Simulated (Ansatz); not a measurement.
`CC(Cl)(Cl)Cl` + H₂ → `CC(Cl)Cl` + HCl at 400 K and 1 bar (hydrogenolysis of a C–Cl bond).

Isolated molecules relaxed with PBE0-D4/def2-TZVP in Ansatz; ΔE leaves out vibrations. CCSD(T)/CBS adds triple-zeta CCSD(T) − MP2 to the extrapolated MP2 energy (def2 sets, frozen cores). This one scheme is used for every species.

| species | CCSD(T)/CBS energy (Eh) | H − E (kJ/mol) | S (J/(mol·K)) |
| --- | --- | --- | --- |
| `CC(Cl)(Cl)Cl` | -1457.23880 | 152.6 | 348.1 |
| H₂ | -1.17544 | 38.0 | 139.0 |
| `CC(Cl)Cl` | -998.07052 | 174.5 | 327.1 |
| HCl | -460.38127 | 29.6 | 195.4 |

H − E and S are ideal-gas, rigid-rotor, harmonic terms from PBE0-D4/def2-TZVP. The MP2-based limit puts H₂ 0.8 mEh under its directly extrapolated value; such offsets cancel only in part. 1 Eh = 2625.50 kJ/mol, R = 8.31446 J/(mol·K).

Task: By hand: ΔE, ΔH, ΔS and ΔG.

Result: ΔE = (-998.07052) + (-460.38127) − (-1457.23880) − (-1.17544) = -0.03755 Eh = -98.6 kJ/mol. Δ(H − E) = 174.5 + 29.6 − 152.6 − 38.0 = 13.5, so ΔH = -85.1 kJ/mol. ΔS = 327.1 + 195.4 − 348.1 − 139.0 = 35.4 J/(mol·K). ΔG = -85.1 − 400 × (35.4)/1000 = -99.3 kJ/mol.

Task: By hand: the equilibrium constant, and the temperature at which ΔG would vanish if ΔH and ΔS stayed fixed.

Result: log₁₀ K = −ΔG/(RT ln 10) = 13.0. ΔH and −TΔS have one sign here, so there is no such temperature.

ΔH outweighs TΔS. A doubt of 5 kJ/mol in ΔE shifts log₁₀ K by 0.7 here. These are equilibria of isolated gas molecules and say nothing of rates. Largest T1 diagnostic: 0.009 (customary marks: 0.02 for closed shells, 0.045 for open ones).
